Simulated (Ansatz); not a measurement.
C2H7OPS (`CC(O)SP`). Total charge 0; spin multiplicity 1.

```xyz
12

C     1.308    0.986    0.664
C     0.056    0.220    0.293
O    -0.114   -0.940    1.050
S     0.130   -0.111   -1.516
P    -1.710   -1.018   -1.954
H     1.371    1.926    0.114
H     2.202    0.398    0.439
H     1.294    1.201    1.735
H    -0.838    0.821    0.470
H     0.650   -1.508    0.904
H    -1.773   -1.910   -0.851
H    -2.577   -0.065   -1.349
```

**Question.** List the harmonic frequencies (cm⁻¹, unscaled) at PBE0-D4/def2-TZVP in Ansatz. (An estimate is asked.)

**Answer.** The calculation gave: 78, 151, 199, 241, 306, 315, 432, 466, 512, 652, 796, 808, 911, 1018, 1086, 1122, 1146, 1236, 1307, 1396, 1420, 1479, 1480, 2379, 2408, 3050, 3096, 3130, 3146, 3823.

**Question.** Is this a minimum?

**Answer.** Yes, all 30 modes are real.

**Question.** Give the ideal-gas thermochemistry at 298.15 K and 1 bar (rigid rotor, harmonic oscillator; point group C1, symmetry number 1).

**Answer.** Zero-point energy 236.8 kJ/mol; H(298) − E = 258.6 kJ/mol; entropy 352.2 J/(mol·K), of which translation 167.5, rotation 114.5, vibration 70.2; G(298) − E = 153.6 kJ/mol. Modes under 100 cm⁻¹ are hindered rotations or soft bends, so the harmonic entropy is rough.

**Question.** And at 400, 500, 600, 800 and 1000 K?

**Answer.** 
| T (K) | H − E (kJ/mol) | S (J/mol/K) | G − E (kJ/mol) |
| --- | --- | --- | --- |
| 400 | 271.4 | 389.0 | 115.8 |
| 500 | 286.2 | 421.8 | 75.3 |
| 600 | 302.7 | 451.9 | 31.6 |
| 800 | 339.9 | 505.2 | -64.3 |
| 1000 | 381.2 | 551.3 | -170.0 |

**Question.** Rotational constants (cm⁻¹)?

**Answer.** 0.1992, 0.06122, 0.05065.
